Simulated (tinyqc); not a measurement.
The integration grid: Kohn-Sham PBE on finer and finer grids in the sto-3g basis, for H2O, spin multiplicity 3. Computed by the program tinyqc with PySCF. 

Geometry (angstrom):
```
atom       x        y       z
O     0.0000   0.0000  0.0000
H     0.0000   0.7730  0.6310
H     0.0000  -0.7730  0.6310
```

Self-consistent on each grid; the net force on the molecule should vanish.

Kohn-Sham energy on Becke grids (radial x angular points per atom):
```
grid       points  residual of the electron count  E (hartree)  E - finest (mhartree)  largest net force without grid terms (hartree/bohr)
10 x 14       420                       -1.56e-02    -74.79266               92.62573                                             8.42e-02
15 x 26      1164                        2.66e-02    -74.90829              -22.99919                                             1.84e-02
20 x 50      2992                       -2.53e-03    -74.88377                1.51836                                             1.05e-02
30 x 86      7736                        2.04e-04    -74.88514                0.14788                                             1.20e-04
50 x 194    29082                       -1.77e-06    -74.88529               -0.00009                                             2.07e-05
75 x 302    67904                        1.09e-07    -74.88529               -0.00010                                             1.26e-05
120 x 590  212188                       -1.26e-08    -74.88529                0.00000                                             7.30e-07
```

The energy is within 0.1 mhartree of the finest grid first at 50 x 194. The error has both signs, since quadrature is not variational. The electron count and the net force are cheap signs of a poor grid.
